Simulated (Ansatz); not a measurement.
System: H$_{2}$O$_{2}$, charge 0, singlet. H2O2 (hydrogen peroxide, SMILES OO).
B3LYP-D3(BJ)/def2-TZVP minimum from Ansatz (a quantum-chemistry and plane-wave program):
```
O
H 1 0.9680
O 1 1.4504 2 100.54
H 3 0.9680 1 100.54 2 115.91
```
Charge 0, spin multiplicity 1.

Hartree-Fock and MP2 correlation energies in hartree (Ansatz). UHF or UKS for unpaired electrons; spin-orbit terms are left out. Cores are frozen in correlated methods. No relativity.

| basis | X | E(HF) | E(corr, MP2) |
|---|---|---|---|
| cc-pVTZ | 3 | -150.83573 | -0.49691 |
| cc-pVQZ | 4 | -150.84801 | -0.53631 |
| cc-pV5Z | 5 | -150.85134 | withheld |

Question: Fit E(corr) = E∞ + A/X³ to X = 3 and 4, predict X = 5, and compare with the run.

Answer: A = (-0.49691 - (-0.53631))/(1/27 - 1/64) = 1.8401; E∞ = -0.53631 - A/64 = -0.56506; at X = 5, E∞ + A/125 = -0.55034. The run gave -0.55262, 2.28 mEh below the prediction. The same form on X = 4 and 5 gives E∞ = -0.56973, 4.67 mEh below the first estimate.
